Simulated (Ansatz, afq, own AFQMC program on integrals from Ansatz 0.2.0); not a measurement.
B2H2, triplet in 6-31G, levels against full CI

```yaml
atoms:
  - { symbol: B, position_ang: [0.0000, 0.0000, 2.4666] }
  - { symbol: B, position_ang: [0.0000, 0.0000, -3.0344] }
  - { symbol: H, position_ang: [0.0000, 1.0479, 3.0450] }
  - { symbol: H, position_ang: [0.0000, -1.0479, 3.0450] }
```

Connectivity, by distances: BH2 ··· B.

Basis 6-31G. Noble-gas cores (and the filled d shells of Ga–Kr and In–Xe) are frozen. Ansatz 0.2.0 and our own AFQMC program on the same integrals; the CISD trial comes from CCSD amplitudes, and released means the phaseless constraint is let go. Uncertainties: one standard error, sampling alone.

Determinant: UHF, the one that the program's search chose, which needn't be the lowest solution. The geometry is a point of a scan.

Full CI on the same integrals is exact in this basis and with this determinant's frozen core.

Cautions: lower spins were not checked.

```
T1 diagnostic                               : 0.0054
weight of the determinant in the CISD state : 0.912
⟨S²⟩ of the determinant                     : 2.002
size of the correlated space                : 8 electrons in 20 orbitals
```

Reference: full CI, correlation energy -2.618 eV. The released energy is read at 2.40 1/Eh (meV from the phaseless value at times in 1/Eh: -1.4 ± 1.2 at 0.24, -2.4 ± 1.0 at 0.51, -3.0 ± 1.1 at 0.99, -4.6 ± 0.9 at 1.62, -4.7 ± 1.2 at 2.40).

| level | E − E(reference) (mEh) | share of correlation (%) |
| --- | --- | --- |
| HF | 96.23 | 0.00 |
| MP2 | 34.59 | 64.06 |
| CCSD | 1.38 | 98.56 |
| CCSD(T) | 0.45 | 99.53 |
| CCSDT | 0.01 | 99.99 |
| CCSDT(Q) | 0.00 | 100.00 |
| CCSDTQ | 0.00 | 100.00 |
| ph-AFQMC/CISD | 0.26 ± 0.05 | 99.73 |
| released AFQMC | 0.09 ± 0.04 | 99.91 |

CCSDT and higher add their correlation energy to the determinant of the CCSD(T) run, since their own runs factorise the integrals more tightly (a shift of under 2 meV). A walk keeps the symmetry of its determinant, which the program's search chose and which needn't be the lowest solution, so a lower state of the same spin and another symmetry isn't excluded. Released energies are given only where the last usable release times agree within the noise; a slower fall can still hide under it.
